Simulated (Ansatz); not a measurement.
**A ladder of methods for SiH2OF (SMILES O[SiH]F)**

SiH2OF: 5 atoms, total charge 0, spin state doublet. SMILES: `O[SiH]F`. The shape was relaxed beforehand at B3LYP/def2-SVP. This is one conformer, not always the lowest.

```xyz
5

O    -0.6230   -0.9017   -0.2750
Si    0.2935    0.2441    0.5038
F     0.2015    1.6703   -0.2904
H    -1.5760   -0.7647   -0.3460
H     1.7040   -0.2480    0.4076
```

Each level gives the adiabatic electron affinity (to the singlet anion, shapes relaxed at B3LYP/def2-SVP, no zero-point term) (eV). The values are calculated.

The electron affinity is E(neutral) − E(anion): positive where the electron is bound.

| level | kind | program | value (eV) | less CCSD(T)/def2-TZVPP | CPU time (all runs) |
| --- | --- | --- | --- | --- | --- |
| USVWN5/def2-TZVPP | LDA | Ansatz | 1.24 | +0.14 | 2.1 s |
| UPBE/def2-TZVPP | GGA | Ansatz | 1.10 | 0.00 | 3.8 s |
| UPBE0-D4/def2-TZVPP | global hybrid | Ansatz | 1.06 | -0.04 | 4.8 s |
| U-wB97M-V/def2-TZVPP | range-separated hybrid | Ansatz | 1.22 | +0.12 | 18 s |
| UCAM-B3LYP/def2-TZVPP | range-separated hybrid | Ansatz | 1.15 | +0.05 | 5.5 s |
| UB2PLYP/def2-TZVPP | double hybrid | Ansatz | 1.05 | -0.05 | 7.9 s |
| RPA@PBE/def2-TZVPP | RPA | Ansatz | 1.38 | +0.28 | 7.3 s |
| UMP2/def2-TZVPP | perturbation theory | Ansatz | 0.94 | -0.16 | 3.2 s |
| UCCSD(T)/def2-TZVPP | coupled cluster or CI | Ansatz | 1.10 | 0.00 | 68 s |

UCCSD(T)/def2-TZVPP is the highest level here, not the true value. The values span 0.94 to 1.38 eV. Times are those of the runs behind each value, whatever else they computed, on shared processors of several kinds: orders of magnitude only.
